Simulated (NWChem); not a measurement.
methylamine (CH$_{5}$N); SMILES NC

```xyz
7

C     -0.0077     0.6900     0.0000
N     -0.0967    -0.7537     0.0000
H     -0.5281     1.0968    -0.8817
H     -0.5281     1.0968     0.8817
H      1.0167     1.1197     0.0000
H      0.3764    -1.1414    -0.8133
H      0.3764    -1.1414     0.8133
```
Atoms are numbered in this order, from 1.

Level: PBE0/def2-SVP (NWChem), optimised geometry, unscaled harmonic frequencies. 

Task: List the harmonic frequencies with IR intensities, and the thermochemistry.

Result: 
```
frequency (cm⁻¹)  IR intensity (km/mol)
----------------  ---------------------
330                                41.8
825                               168.2
977                                 0.1
1118                               17.1
1170                                4.8
1337                                0.5
1442                                2.9
1477                               10.5
1495                                3.0
1645                               19.0
2975                               96.9
3090                               36.8
3139                               24.6
3545                                0.6
3627                                1.7
```

The zero-point energy comes out as 40.3 kcal/mol and the thermal correction to the enthalpy at 298.15 K (with zero-point energy) is 43.0 kcal/mol. The heat capacity Cv is 9.5 cal/(mol K). The entropy at 298.15 K and 1 atm (symmetry number 1) is 57.3 cal/(mol K) and the dipole moment is 1.34 D.

Rigid rotor and harmonic oscillator.
